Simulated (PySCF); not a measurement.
# SiP−: from the state search to spectroscopic constants

One job finds the state of SiP−, follows it along the bond with each method and fits the curves.

Program: PySCF 2.14.0. Level of theory: Si aug-cc-pVDZ-DK, P aug-cc-pVDZ-DK, spin-free X2C with a Gaussian nucleus. These are calculated values, not measurements.

### 1 Set-up

The job is set up so:

```
atoms                         : Si, P
charge                        : -1
basis                         : Si aug-cc-pVDZ-DK, P aug-cc-pVDZ-DK
Hamiltonian                   : spin-free X2C with a Gaussian nucleus
basis functions               : 54
electrons treated             : 30
masses in u                   : 27.9769, 30.9738
levels                        : PBE0, PBE, r²SCAN, BLYP, BHandHLYP, MN15, HSE06, HF, MP2, SCS-MP2, CCSD, CCSD(T)
grid                          : 80 radial by 434 angular points
occupations                   : held fixed by the projection of orbital angular momentum
dissociation limit            : Si− + P, each in its ground configuration
starting distance in angstrom : 2.280
values of 2S to try           : 0, 2, 4
```

Command:

```sh
$ OMP_NUM_THREADS=1 python dia.py task.json out
```

The runs that follow: PBE0 along the bond; Higher solutions at PBE0; PBE; r²SCAN (meta-GGA); BLYP (GGA); BHandHLYP (global hybrid GGA); MN15 (hybrid meta-GGA); HSE06 (range-separated hybrid); RHF; MP2 and coupled cluster.

Before running it: what results should come out? Wanted: for each run, Re; ωe; De; μ.

The runs gave:

Lowest PBE0 solution found, without spin–orbit coupling: ¹Σ⁺ (singlet), closed shell. State 2 has its PBE0 minimum 1.94 eV higher. State 3 has its PBE0 minimum 3.20 eV higher. The other levels ran on the lowest alone.

```csv
level,Re (Å),ωe (cm⁻¹),De (eV),μ (D)
RHF,1.998,749,2.16,-0.81
RHF-MP2,2.063,626,4.67,n/a
RHF-SCS-MP2,2.059,635,4.71,n/a
RHF-CCSD,2.043,673,4.13,n/a
RHF-CCSD(T),2.060,640,4.47,n/a
PBE,2.046,651,5.24,-0.28
BLYP,2.055,633,5.26,-0.36
r²SCAN,2.029,679,4.95,-0.27
PBE0,2.021,692,4.93,-0.41
HSE06,2.023,688,4.92,-0.42
MN15,2.001,712,5.23,-0.57
BHandHLYP,2.007,715,4.73,-0.62
```

De is counted to Si− + P in their ground configurations. A positive dipole points from Si to P; in an ion it is taken about the centre of mass and does not tell which atom is negative.

What this shows: Bond lengths run from 1.998 Å (RHF) to 2.063 Å (RHF-MP2). Of the levels with a De here, RHF gives the least (2.16 eV) and BLYP the most (5.26 eV).

Correlated steps freeze 10 core orbitals. T1 is 0.022 near the minimum (highest on the curve 0.038), which may point to more than one leading configuration.
